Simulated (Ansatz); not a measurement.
**B2F+ (triplet): wave-function methods side by side, def2-TZVPP**

One table from this session's results is given with a row withheld; the runs are named, their logs left out.

The runs use Ansatz 0.2.0, Gaussian basis; def2-TZVPP, core rule «outside noble gas», up to 3 orbitals frozen.

To be run: UHF; ROHF; CCSD(T) on UHF.

2 further runs of the same task are left out: 2 set aside as unsound or not needed.

## The geometry

The geometry is a PBE0/def2-TZVP stationary point (not a proven minimum) of the parent state, kept for this charge and spin.

3 atoms, charge 1, spin multiplicity 3.

Atoms are counted from 1 here; the program's logs count them from 0.

Bond lengths: B1–B2 1.561 Å, B2–F3 1.282 Å. Angles: B1–B2–F3 164.1°.

Set-up of the first run:

File in.yaml:

```yaml
crystal:
  periodic: [false, false, false]
  atoms:
    - {symbol: B, position_ang: [0.000000, -0.075298, 1.454571]}
    - {symbol: B, position_ang: [0.000000, 0.130064, -0.093193]}
    - {symbol: F, position_ang: [0.000000, -0.054766, -1.361378]}
basis:
  gaussian: {orbitals: def2-TZVPP}
total_charge: 1
magnetization: {spin_polarized: true, initial_magnetization: 2}
hamiltonian: {xc: hf}
output: {orbitals: {seedname: orbitals}}
```

The run is started by

```console
ansatz run in.yaml --threads 1 --pin off --events-out ev --progress --plain --max-ram 2560MiB --backend cpu
```

Among the steps run: UHF; ROHF; CCSD(T) on UHF.

One table of the session follows, with a row left open; its other results are not shown here.

```
  method  from UCCSD(T) (kcal/mol)
    ROHF                   +234.51
     UHF                   +233.47
    UMP2                         ?
   UCCSD                     +7.78
UCCSD(T)                         0
```

Estimate the missing values for UMP2.

The run gave: from UCCSD(T) (kcal/mol): +17.04. In the column «from UCCSD(T) (kcal/mol)» it lies between UCCSD (+7.78) and UHF (+233.47).
